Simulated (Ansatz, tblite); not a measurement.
**The cluster Sc2B2: removing and adding an electron**

Aim: the energy of removing and adding an electron for the cluster Sc2B2, by energy differences, and how well orbital energies stand in for it.

Program: Ansatz 0.2.0, Gaussian basis. Level of theory: as each input shows. These are calculated values, not measurements.

Levels to be run: charge +1 doublet, at the geometry of the singlet (PBE0-D4/def2-TZVP, PBE-D4/def2-TZVP, r2SCAN-D4/def2-TZVP); charge -1 doublet, at the geometry of the singlet (PBE0-D4/def2-TZVPD, PBE-D4/def2-TZVPD, r2SCAN-D4/def2-TZVPD); the starting singlet's energies come from earlier runs.

1 further run of the same task is left out (set aside as unsound or not needed).

**1. The geometry**

The geometry is that of the singlet, from an earlier relaxation (r2SCAN-D4/def2-SVP). At that level it is the lowest of the isomers that a small search found.

4 atoms, charge 0, spin multiplicity 1.

Atoms are counted from 1 here; the program's logs count them from 0.

Bond lengths: Sc1–B3 2.230 Å, Sc1–B4 2.230 Å, Sc2–B3 2.230 Å, Sc2–B4 2.231 Å, B3–B4 1.549 Å. Angles: B3–Sc1–B4 40.6°, B3–Sc2–B4 40.6°, Sc1–B3–Sc2 75.9°, Sc1–B3–B4 69.7°, Sc2–B3–B4 69.7°, Sc1–B4–Sc2 75.9°, Sc1–B4–B3 69.7°, Sc2–B4–B3 69.7°.

No spin-orbit coupling is included.

**2. Charge +1 doublet at the fixed geometry, first pass, PBE0-D4/def2-SVP**

in.yaml reads:

```yaml
crystal:
  periodic: [false, false, false]
  atoms:
    - {symbol: Sc, position_ang: [-0.364635, 1.495071, 0.369466]}
    - {symbol: Sc, position_ang: [0.702257, -0.934036, 1.067464]}
    - {symbol: B, position_ang: [0.525462, -0.048629, -0.972100]}
    - {symbol: B, position_ang: [-0.863093, -0.512396, -0.464830]}
basis:
  gaussian: {orbitals: def2-SVP}
total_charge: 1
magnetization: {spin_polarized: true, initial_magnetization: 1}
hamiltonian: {xc: pbe0, dispersion: d4}
output: {orbitals: {seedname: orbitals}}
```

On the command line:

```bash
> ansatz run in.yaml --threads 2 --pin off --events-out ev --progress --plain --max-ram 4352MiB
```

Output:

```text
Functional definition: PBE0
  name "PBE0"
  cite "Adamo & Barone, J. Chem. Phys. 110, 6158 (1999) doi:10.1063/1.478522"
  cite "Perdew, Burke & Ernzerhof, Phys. Rev. Lett. 77, 3865 (1996) doi:10.1103/PhysRevLett.77.3865"
  parent pbe
  parameter a = 0.25
  parameter kappa = 0.804
  parameter beta = 0.06672455060314922
  exchange = (1 - a)*pbe_x(kappa = kappa, mu = beta*pi^2/3) + a*exact_x
  correlation = pbe_c(beta = beta)
984 factors; integrals over basis functions are off by at most 7.3e-4 eV
mean field evaluation 1: about -42688.3754 eV, gradient 6.9e1 eV
mean field evaluation 2: about -42493.3747 eV, gradient 1.2e2 eV
mean field evaluation 4: about -42718.9950 eV, gradient 2.0e1 eV
mean field evaluation 8: about -42721.6668 eV, gradient 5.6e-1 eV
mean field evaluation 16: about -42721.7374 eV, gradient 1.1e-1 eV
mean field evaluation 32: about -42722.5521 eV, gradient 1.7e-5 eV
mean field -42722.55212104 eV, -1570.0248320624 hartree, gradient 1.9e-5 eV, S^2 0.763886; 6 other end points of the search recorded, 0 dependent functions left out
reference -42722.55217425 eV, -1570.0248340177 hartree; 26, 25 occupied and 64, 65 virtual orbitals, 984 factors
Total energy: -42722.63947809 eV, -1570.0280423747 hartree
```

Wall time 11 s (2 threads of Arm Neoverse V2, shared host).

Report: HOMO -9.61 eV, LUMO -6.90 eV (over both spins); ⟨S²⟩ 0.764 (pure: 0.75).

**3. Charge +1 doublet at the fixed geometry, PBE0-D4/def2-TZVP**

start.molden holds the orbitals of an earlier run on this state, given as this run's starting guess.

Changes to in.yaml since step 2:

```diff
@@ -8,3 +8,3 @@
 basis:
-  gaussian: {orbitals: def2-SVP}
+  gaussian: {orbitals: def2-TZVP, initial_orbitals: start.molden}
 total_charge: 1
@@ -12,2 +12,3 @@
 hamiltonian: {xc: pbe0, dispersion: d4}
+scf: {omitted_lower_state_checks: [starts]}
 output: {orbitals: {seedname: orbitals}}
```

The command is unchanged.

Output:

```text
Functional definition: PBE0
  name "PBE0"
  cite "Adamo & Barone, J. Chem. Phys. 110, 6158 (1999) doi:10.1063/1.478522"
  cite "Perdew, Burke & Ernzerhof, Phys. Rev. Lett. 77, 3865 (1996) doi:10.1103/PhysRevLett.77.3865"
  parent pbe
  parameter a = 0.25
  parameter kappa = 0.804
  parameter beta = 0.06672455060314922
  exchange = (1 - a)*pbe_x(kappa = kappa, mu = beta*pi^2/3) + a*exact_x
  correlation = pbe_c(beta = beta)
these checks for a lower state are left out or cut short: starts
1444 factors; their error is unknown
mean field evaluation 1: about -42727.9095 eV, gradient 5.1e1 eV
mean field evaluation 2: about -42729.0227 eV, gradient 1.3e0 eV
mean field evaluation 4: about -42729.2324 eV, gradient 1.1e-1 eV
mean field evaluation 8: about -42729.2324 eV, gradient 2.7e-5 eV
mean field -42729.23244870 eV, -1570.2703295757 hartree, gradient 1.8e-5 eV, S^2 0.764118; 0 other end points of the search recorded, 0 dependent functions left out
reference -42729.23248222 eV, -1570.2703308076 hartree; 26, 25 occupied and 126, 127 virtual orbitals, 1444 factors
Total energy: -42729.31978606 eV, -1570.2735391646 hartree
Checks for a lower state left out: starts
```

It took 19 s on 2 threads of Arm Neoverse V2, shared host; peak memory 0.74 GiB.

Report: HOMO -9.58 eV, LUMO -6.91 eV (over both spins); ⟨S²⟩ 0.764 (pure: 0.75).

**4. Charge +1 doublet at the fixed geometry, PBE-D4/def2-TZVP**

Changes to in.yaml since step 3:

```diff
@@ -11,3 +11,3 @@
 magnetization: {spin_polarized: true, initial_magnetization: 1}
-hamiltonian: {xc: pbe0, dispersion: d4}
+hamiltonian: {xc: pbe, dispersion: d4}
 scf: {omitted_lower_state_checks: [starts]}
```

Same command.

Output:

```text
Functional definition: PBE
  name "PBE"
  cite "Perdew, Burke & Ernzerhof, Phys. Rev. Lett. 77, 3865 (1996) doi:10.1103/PhysRevLett.77.3865"
  parent pbe
  parameter kappa = 0.804
  parameter beta = 0.06672455060314922
  exchange = pbe_x(kappa = kappa, mu = beta*pi^2/3)
  correlation = pbe_c(beta = beta)
these checks for a lower state are left out or cut short: starts
1234 factors; their error is unknown
mean field evaluation 1: about -42727.9917 eV, gradient 6.2e0 eV
mean field evaluation 2: about -42728.1494 eV, gradient 1.9e-1 eV
mean field evaluation 4: about -42728.0795 eV, gradient 4.2e-3 eV
mean field -42728.07953336 eV, -1570.2279607185 hartree, gradient 1.9e-5 eV, S^2 0.758812; 0 other end points of the search recorded, 0 dependent functions left out
reference -42728.07957805 eV, -1570.2279623606 hartree; 26, 25 occupied and 126, 127 virtual orbitals, 1234 factors
Total energy: -42728.18383388 eV, -1570.2317936919 hartree
Checks for a lower state left out: starts
```

Wall time 6 s (2 threads of Arm Neoverse V2, shared host).

HOMO -8.82 eV, LUMO -8.09 eV (over both spins); ⟨S²⟩ 0.759 (pure: 0.75).

**5. Charge +1 doublet at the fixed geometry, r2SCAN-D4/def2-TZVP**

Changes to in.yaml since step 4:

```diff
@@ -11,3 +11,3 @@
 magnetization: {spin_polarized: true, initial_magnetization: 1}
-hamiltonian: {xc: pbe, dispersion: d4}
+hamiltonian: {xc: r2scan, dispersion: d4}
 scf: {omitted_lower_state_checks: [starts]}
```

The command is unchanged.

Output, shortened:

```text
Functional definition: r2SCAN
  name "r2SCAN"
  cite "Furness, Kaplan, Ning, Perdew & Sun, J. Phys. Chem. Lett. 11, 8208 (2020) doi:10.1021/acs.jpclett.0c02405"
  cite "Furness, Kaplan, Ning, Perdew & Sun, J. Phys. Chem. Lett. 11, 9248 (2020) doi:10.1021/acs.jpclett.0c03077"
  parent r2scan
[...]
1234 factors; their error is unknown
[...]
mean field -42739.07308663 eV, -1570.6319663493 hartree, gradient 9.5e-6 eV, S^2 0.778326; 0 other end points of the search recorded, 0 dependent functions left out
reference -42739.07311054 eV, -1570.6319672280 hartree; 26, 25 occupied and 126, 127 virtual orbitals, 1234 factors
Total energy: -42739.09159421 eV, -1570.6326464905 hartree
Checks for a lower state left out: starts
```

Run time: 33 s. Hardware: 2 threads of Arm Neoverse V2, shared host.

Report: HOMO -8.84 eV, LUMO -7.78 eV (over both spins); ⟨S²⟩ 0.778 (pure: 0.75).

**6. Vertical ionisation energy**

Charged state less starting state, singlet to doublet; the starting state's energies are those of its earlier runs.

```
              level  vertical ionisation energy (eV)   time
   PBE-D4/def2-TZVP                            +5.56  9.2 s
r2SCAN-D4/def2-TZVP                            +5.38   39 s
  PBE0-D4/def2-TZVP                            +5.41   23 s
```

Times add the two runs; a level without a time comes out of a correlated run.

Beside −ε(HOMO) of the starting state:

```
              level  −ε(HOMO) (eV)  by difference (eV)  mismatch (eV)
   PBE-D4/def2-TZVP           3.29                5.56          -2.27
r2SCAN-D4/def2-TZVP           3.34                5.38          -2.04
  PBE0-D4/def2-TZVP           4.00                5.41          -1.42
```

**7. Charge -1 doublet at the fixed geometry, first pass, PBE0-D4/def2-SVP**

Changes to in.yaml since step 5:

```diff
@@ -8,7 +8,6 @@
 basis:
-  gaussian: {orbitals: def2-TZVP, initial_orbitals: start.molden}
-total_charge: 1
+  gaussian: {orbitals: def2-SVP}
+total_charge: -1
 magnetization: {spin_polarized: true, initial_magnetization: 1}
-hamiltonian: {xc: r2scan, dispersion: d4}
-scf: {omitted_lower_state_checks: [starts]}
+hamiltonian: {xc: pbe0, dispersion: d4}
 output: {orbitals: {seedname: orbitals}}
```

The command is unchanged.

Output, shortened:

```text
Functional definition: PBE0
  name "PBE0"
  cite "Adamo & Barone, J. Chem. Phys. 110, 6158 (1999) doi:10.1063/1.478522"
  cite "Perdew, Burke & Ernzerhof, Phys. Rev. Lett. 77, 3865 (1996) doi:10.1103/PhysRevLett.77.3865"
  parent pbe
[...]
984 factors; integrals over basis functions are off by at most 7.3e-4 eV
[...]
mean field -42728.73935444 eV, -1570.2522086958 hartree, gradient 5.5e-6 eV, S^2 1.173953; 9 other end points of the search recorded, 0 dependent functions left out
reference -42728.73938359 eV, -1570.2522097670 hartree; 27, 26 occupied and 63, 64 virtual orbitals, 984 factors
Total energy: -42728.85244152 eV, -1570.2563645694 hartree
```

Run time: 25 s. Hardware: 2 threads of Arm Neoverse V2, shared host.

HOMO 0.28 eV, LUMO 2.03 eV (over both spins); ⟨S²⟩ 1.174 (pure: 0.75). Doubts: spin contamination, highest occupied level lies above zero.

**8. Charge -1 doublet at the fixed geometry, PBE0-D4/def2-TZVPD**

Changes to in.yaml since step 7:

```diff
@@ -8,3 +8,3 @@
 basis:
-  gaussian: {orbitals: def2-SVP}
+  gaussian: {orbitals: def2-TZVPD, initial_orbitals: start.molden}
 total_charge: -1
@@ -12,2 +12,3 @@
 hamiltonian: {xc: pbe0, dispersion: d4}
+scf: {omitted_lower_state_checks: [starts]}
 output: {orbitals: {seedname: orbitals}}
```

The command is unchanged.

Output:

```text
Functional definition: PBE0
  name "PBE0"
  cite "Adamo & Barone, J. Chem. Phys. 110, 6158 (1999) doi:10.1063/1.478522"
  cite "Perdew, Burke & Ernzerhof, Phys. Rev. Lett. 77, 3865 (1996) doi:10.1103/PhysRevLett.77.3865"
  parent pbe
  parameter a = 0.25
  parameter kappa = 0.804
  parameter beta = 0.06672455060314922
  exchange = (1 - a)*pbe_x(kappa = kappa, mu = beta*pi^2/3) + a*exact_x
  correlation = pbe_c(beta = beta)
these checks for a lower state are left out or cut short: starts
1450 factors; their error is unknown
mean field evaluation 1: about -42734.1195 eV, gradient 5.2e1 eV
mean field evaluation 2: about -42735.4916 eV, gradient 2.0e0 eV
mean field evaluation 4: about -42735.6590 eV, gradient 2.1e-2 eV
mean field evaluation 8: about -42735.7560 eV, gradient 1.7e-5 eV
mean field -42735.75603637 eV, -1570.5100670006 hartree, gradient 3.8e-6 eV, S^2 1.200411; 0 other end points of the search recorded, 0 dependent functions left out
reference -42735.75606579 eV, -1570.5100680820 hartree; 27, 26 occupied and 143, 144 virtual orbitals, 1450 factors
Total energy: -42735.86912373 eV, -1570.5142228845 hartree
Checks for a lower state left out: starts
```

Wall time 26 s (2 threads of Arm Neoverse V2, shared host); peak memory 0.84 GiB.

Report: HOMO -0.02 eV, LUMO 1.60 eV (over both spins); ⟨S²⟩ 1.200 (pure: 0.75). Doubts: spin contamination.

**9. Charge -1 doublet at the fixed geometry, PBE-D4/def2-TZVPD**

Changes to in.yaml since step 8:

```diff
@@ -11,3 +11,3 @@
 magnetization: {spin_polarized: true, initial_magnetization: 1}
-hamiltonian: {xc: pbe0, dispersion: d4}
+hamiltonian: {xc: pbe, dispersion: d4}
 scf: {omitted_lower_state_checks: [starts]}
```

Same command.

Output:

```text
Functional definition: PBE
  name "PBE"
  cite "Perdew, Burke & Ernzerhof, Phys. Rev. Lett. 77, 3865 (1996) doi:10.1103/PhysRevLett.77.3865"
  parent pbe
  parameter kappa = 0.804
  parameter beta = 0.06672455060314922
  exchange = pbe_x(kappa = kappa, mu = beta*pi^2/3)
  correlation = pbe_c(beta = beta)
these checks for a lower state are left out or cut short: starts
1272 factors; their error is unknown
mean field evaluation 1: about -42734.3997 eV, gradient 6.2e0 eV
mean field evaluation 2: about -42734.5979 eV, gradient 3.3e-1 eV
mean field evaluation 4: about -42734.5984 eV, gradient 1.4e-1 eV
mean field evaluation 8: about -42734.6011 eV, gradient 1.6e-2 eV
mean field evaluation 16: about -42734.6099 eV, gradient 2.9e-2 eV
mean field -42734.60997730 eV, -1570.4679501067 hartree, gradient 6.7e-6 eV, S^2 1.121608; 0 other end points of the search recorded, 0 dependent functions left out
reference -42734.61001454 eV, -1570.4679514753 hartree; 27, 26 occupied and 143, 144 virtual orbitals, 1272 factors
Total energy: -42734.74517982 eV, -1570.4729187079 hartree
Checks for a lower state left out: starts
```

Wall time 50 s (2 threads of Arm Neoverse V2, shared host).

Report: HOMO 0.61 eV, LUMO 0.74 eV (over both spins); ⟨S²⟩ 1.122 (pure: 0.75). Doubts: spin contamination, highest occupied level lies above zero.

**10. Charge -1 doublet at the fixed geometry, r2SCAN-D4/def2-TZVPD**

Changes to in.yaml since step 9:

```diff
@@ -11,3 +11,3 @@
 magnetization: {spin_polarized: true, initial_magnetization: 1}
-hamiltonian: {xc: pbe, dispersion: d4}
+hamiltonian: {xc: r2scan, dispersion: d4}
 scf: {omitted_lower_state_checks: [starts]}
```

The command is unchanged.

Output, shortened:

```text
Functional definition: r2SCAN
  name "r2SCAN"
  cite "Furness, Kaplan, Ning, Perdew & Sun, J. Phys. Chem. Lett. 11, 8208 (2020) doi:10.1021/acs.jpclett.0c02405"
  cite "Furness, Kaplan, Ning, Perdew & Sun, J. Phys. Chem. Lett. 11, 9248 (2020) doi:10.1021/acs.jpclett.0c03077"
  parent r2scan
[...]
1272 factors; their error is unknown
[...]
mean field -42745.58305058 eV, -1570.8712031119 hartree, gradient 9.8e-6 eV, S^2 1.419007; 0 other end points of the search recorded, 0 dependent functions left out
reference -42745.58309776 eV, -1570.8712048460 hartree; 27, 26 occupied and 143, 144 virtual orbitals, 1272 factors
Total energy: -42745.60724930 eV, -1570.8720923985 hartree
Checks for a lower state left out: starts
```

Wall time 1.7 min (2 threads of Arm Neoverse V2, shared host); peak memory 0.55 GiB.

From the report: HOMO 0.47 eV, LUMO 0.87 eV (over both spins); ⟨S²⟩ 1.419 (pure: 0.75). Doubts: spin contamination, highest occupied level lies above zero.

**11. Vertical electron affinity**

Starting state less charged state (positive: the electron is bound), singlet to doublet; the starting state's energies are those of its earlier runs.

```
                level  vertical electron affinity (eV)     time
   PBE-D4/def2-TZVPD†                            +0.98     53 s
r2SCAN-D4/def2-TZVPD†                            +1.12  1.8 min
  PBE0-D4/def2-TZVPD†                            +1.11     30 s
```

Times add the two runs; a level without a time comes out of a correlated run. † marks a level with a doubtful state (flagged, unstable, out of aufbau order, or strongly spin-contaminated); such levels are left out of the summary.

**12. Results**

| quantity | value |
| --- | --- |
| vertical ionisation energy, functionals in def2-TZVP | 5.38 (r2SCAN-D4) to 5.56 eV (PBE-D4) |

The vertical ionisation energy spans 5.38 to 5.56 eV over the functionals. −ε(HOMO) misses the level's own difference by -1.42 eV at best (PBE0-D4) and -2.27 eV at worst (PBE-D4). The charged states' spins were chosen beforehand and needn't be their lowest.
